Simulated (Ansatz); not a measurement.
AsF, triplet: the ladder up to UCCSDT(Q)

Geometry: that of the AsF⁻, doublet, kept fixed.

```xyz
2

F     0.0000    0.0000    0.0000
As    0.0000    0.0000    1.8470
```

Basis aug-cc-pVTZ; Ansatz 0.2.0. Correlated methods freeze the noble-gas cores and the filled d shells of p-block atoms, which leaves 12 electrons in 90 orbitals. Prefix R: restricted or restricted open-shell reference; prefix U: unrestricted. Active spaces: valence = (12e, 8o) chosen from the atoms' valence shells. No spin–orbit coupling is included, and no scalar relativity.

Full CI isn't at hand for all of this; UCCSDT(Q) serves as the reference, and is uncertain by about the last step of the cluster series. The frozen core follows each run's orbitals, which can shift R against U totals by a few meV for light atoms and by up to 0.1 eV past Ca.

The UHF ⟨S²⟩ is 2.022 and the T1 diagnostic (RCCSD) is 0.0225. The largest doubles amplitude (RCCSD) is 0.034. The T1 diagnostic (UCCSD) is 0.0212.

From what is known of these methods and the diagnostics, rank them by the size of their error in total energy against UCCSDT(Q) in aug-cc-pVTZ, smallest first (an estimate: the text doesn't fix the numbers).
A. UCCSD(T)
B. UCCSDT
C. UHF
D. UMP2
E. UCCSD

B (0.66 mEh), A (1.36 mEh), E (15.58 mEh), D (25.17 mEh), C (381.61 mEh).

All errors are against UCCSDT(Q) in aug-cc-pVTZ. Within each family the higher level lies nearer, as is usual though not guaranteed.

Natural occupations of CASSCF (valence space) about the gap: 1.996 1.996 1.965 1.004 1.004 0.038; effectively unpaired electrons, Σ n²(2−n)², 2.01.
